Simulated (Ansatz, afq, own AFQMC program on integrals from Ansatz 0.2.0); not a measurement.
# GeH⁻, singlet: AFQMC among the cluster methods

```xyz
2

Ge    0.0000    0.0000    0.0000
H     0.0000    0.0000    1.7660
```

Basis aug-cc-pVDZ. Noble-gas cores (and the filled d shells of Ga–Kr and In–Xe) are frozen. AFQMC by an in-house program on the Cholesky factors that Ansatz 0.2.0 writes for its CCSD(T) run. The CISD trial takes its coefficients from CCSD amplitudes. Released means that phaseless walkers are propagated on without the constraint, phases kept. Error bars are statistical, one sigma. No spin–orbit coupling.

Determinant: RHF, the one that the program's search chose, which needn't be the lowest solution. The geometry is a point of a scan.

Full CI on the same integrals is exact in this basis and with this determinant's frozen core.

Cautions: no relativity below Rb; no spin-orbit coupling; inner d shell frozen; higher spins were not checked; restricted determinant unstable towards unrestricted (UHF 992 meV lower, ⟨S²⟩ 1.03); the CCSDT(Q) amplitudes may be one of several solutions (largest double 0.63); the CCSDTQ amplitudes may be one of several solutions (largest double 0.69); the released energy hasn't reached full CI (135 meV above it at 2.40 1/Eh), so no released level is given (meV from the phaseless value at times in 1/Eh: -2 ± 4 at 0.24, -4 ± 3 at 0.51, -8 ± 3 at 0.99, -12.6 ± 2.1 at 1.62, -14 ± 3 at 2.40); the determinant fills πx and πy unequally, so it mixes two states of the linear molecule, and each level undoes that mixture to a different degree, while full CI gives the lower state, and by Hund's rule a triplet of that filling probably lies lower still; CCSDTQ on the UHF determinant differs (693 meV lower), perhaps since the unrestricted series falls towards higher spin.

- T1 diagnostic: 0.0131
- weight of the determinant in the CISD state: 0.848
- size of the correlated space: 6 electrons in 31 orbitals

Reference: full CI, correlation energy -3.443 eV. The cautions show a poor starting determinant, so the rows tell how each method copes with it here, and full CI is the sure value.

```csv
level,E − E(reference) (mEh),share of correlation (%)
HF,126.52,0.00
MP2,36.93,70.81
CCSD,10.69,91.55
CCSD(T),5.81,95.41
CCSDT,1.10,99.13
CCSDT(Q),-0.26,100.21
CCSDTQ,0.03,99.98
ph-AFQMC/CISD,5.45 ± 0.15,95.69
```

CCSDT and higher add their correlation energy to the determinant of the CCSD(T) run, since their own runs factorise the integrals more tightly (a shift of under 2 meV).
